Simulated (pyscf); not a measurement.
**1,1-elimination: H₃Si–SiH(Cl)–Cl → silane (SiH₄) + dichlorosilylene (Cl–Si:–Cl) [singlet]**

Gas phase, singlet surface, charge 0. Bonds broken: Si1–Si2, Si2–H8. Bonds formed: Si1–H8. Single points on ωB97X-D3(BJ)/def2-SVP structures (PySCF, gas phase). Correlated levels are frozen-core, on RHF or UHF. ΔMP2 is the change of the MP2 total energy from the triple- to the quadruple-zeta basis.

Transition state (Å):

```xyz
8

Si     0.8680     0.8886     0.1340
Si     0.9426    -1.2933     1.0608
Cl     0.6031    -1.5524     3.0902
Cl    -0.1339    -2.7591     0.0659
H      0.6661     0.4441    -1.2679
H      2.2365     1.4285     0.3849
H     -0.0676     1.9969     0.4981
H     -0.3073    -0.1434     0.8966
```

One imaginary mode, 517i cm⁻¹; descent along it reached the two sides named.

```csv
bond,change,reactant side (Å),saddle,product side
Si1–Si2,breaks,2.322,2.372,3.4
Si2–H8,breaks,1.483,1.706,2.6
Si1–H8,forms,3.3,1.740,1.497
```

Electronic energies relative to the reactant's lowest minimum found (kcal/mol):

| level | barrier | reaction energy | reverse barrier |
|---|---|---|---|
| ωB97X-D3(BJ)/def2-TZVP | 54.3 | +40.4 | 13.9 |
| PBE/def2-TZVP | 45.5 | +31.6 | 13.9 |
| r²SCAN/def2-TZVP | 49.1 | +36.8 | 12.3 |
| B3LYP-D3(BJ)/def2-TZVP | 50.8 | +32.2 | 18.6 |
| PBE0-D3(BJ)/def2-TZVP | 49.7 | +37.7 | 12.0 |
| M06-2X/def2-TZVP | 50.6 | +32.2 | 18.4 |
| ωB97M-D3(BJ)/def2-TZVP | 50.4 | +30.5 | 20.0 |
| HF/def2-TZVP | 63.0 | +31.2 | 31.8 |
| MP2/def2-QZVPP | 53.5 | +36.5 | 17.1 |
| CCSD/def2-TZVPP | 54.0 | +32.8 | 21.2 |
| CCSD(T)/def2-TZVPP | 52.3 | +32.9 | 19.3 |
| CCSD(T)/def2-TZVPP + ΔMP2(QZVPP) | 52.2 | +33.9 | 18.3 |

With CCSD(T)/def2-TZVPP + ΔMP2(QZVPP) energies and thermal terms (ideal gas, 1 atm, RRHO with modes under 100 cm⁻¹ raised to 100, one conformer, R ln 2 for chiral ones without a mode under 150 cm⁻¹), in kcal/mol:

```tsv
T (K)	ΔH‡	ΔG‡	ΔH	ΔG
298	50.5	51.1	+32.3	+22.8
600	50.0	52.0	+31.3	+13.5
900	49.6	53.1	+30.2	+4.9
1200	49.1	54.3	+29.0	-3.4
```

One saddle was located; it need not be the lowest between these sides. The CCSD(T) − MP2 part came from Ansatz, without density fitting, on the same reference.
